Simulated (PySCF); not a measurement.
2,3-dimethylbutane, C6H14.
Atom-mapped SMILES: `[CH3:1][CH:2]([CH3:3])[CH:4]([CH3:5])[CH3:6]` (hydrogens: H7, H8, H9 on C1; H10 on C2; H11, H12, H13 on C3; H14 on C4; H15, H16, H17 on C5; H18, H19, H20 on C6)

Method: core-valence-separated Tamm–Dancoff BHandHLYP/aug-pcX-1 (pcseg-1 on H) in PySCF, non-relativistic, gas phase, PBE0-D3(BJ)/def2-SVP geometry.

Computed carbon K-edge spectrum, Gaussian lines of 0.3 eV full width, highest printed point 100; it ends one width below the last computed root. Absolute energies from this functional tend to lie a few eV below measured edges; no shift was applied.

| photon energy (eV) | absorption |
| --- | --- |
| 284.8 | 0 |
| 284.9 | 1 |
| 285.0 | 5 |
| 285.1 | 13 |
| 285.2 | 18 |
| 285.3 | 15 |
| 285.4 | 11 |
| 285.5 | 14 |
| 285.6 | 24 |
| 285.7 | 37 |
| 285.8 | 67 |
| 285.9 | 100 |
| 286.0 | 90 |
| 286.1 | 46 |
| 286.2 | 13 |
| 286.3 | 3 |
| 286.4 | 3 |
| 286.5 | 6 |
| 286.6 | 9 |

**Question.** Where are the maxima, and which lines make them up?

**Answer.** 2 maxima:
- 285.2 eV: C3/C6 (methyl carbon), 285.19 eV, f = 0.020, sum of 2, 53 % of the height at the exact maximum; C1/C5 (methyl carbon), 285.24 eV, f = 0.017, sum of 2, 46 % of the height at the exact maximum
- 285.9 eV: C1/C3/C5/C6 (methyl carbon), 285.91 eV, f = 0.095, sum of 4, 47 % of the height at the exact maximum; C3/C6 (methyl carbon), 285.94 eV, f = 0.056, sum of 2, 28 % of the height at the exact maximum; C1/C5 (methyl carbon), 285.98 eV, f = 0.052, sum of 2, 24 % of the height at the exact maximum

Further lines of some strength in the range: C2/C4, 285.63 eV, f = 0.040, sum of 2.

Roots within 0.03 eV on the same or equivalent atoms count as one line; shares under 12 % aren't listed.

Vibrational structure and lifetime widths aren't in the curve. The ionisation threshold wasn't computed; near and above it a finite basis only mimics Rydberg series and continuum.

Shape of the structure used: `[CH3:1][CH:2]([CH3:3])[CH:4]([CH3:5])[CH3:6]`: C1–C2–C4–C5 -60°.

One conformer stands for the species.
